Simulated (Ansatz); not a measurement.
Z-matrix (Å, degrees):
```
C
P 1 1.531
H 1 1.073 2 179.9
```

Total charge 0; spin multiplicity 1.

**Question.** List the PBE0/def2-TZVPP orbital energies in eV (the Gaussian-basis code of Ansatz). (An estimate is asked.)

**Answer.** Computed: Occupied: -2101.10, -279.25, -179.96, -129.21, -129.21, -129.13, -20.11, -15.20, -10.18, -8.14, -8.14. Lowest empty: -1.39, -1.39, 2.01, 3.03, 3.79, 6.04, 6.04, 6.52.
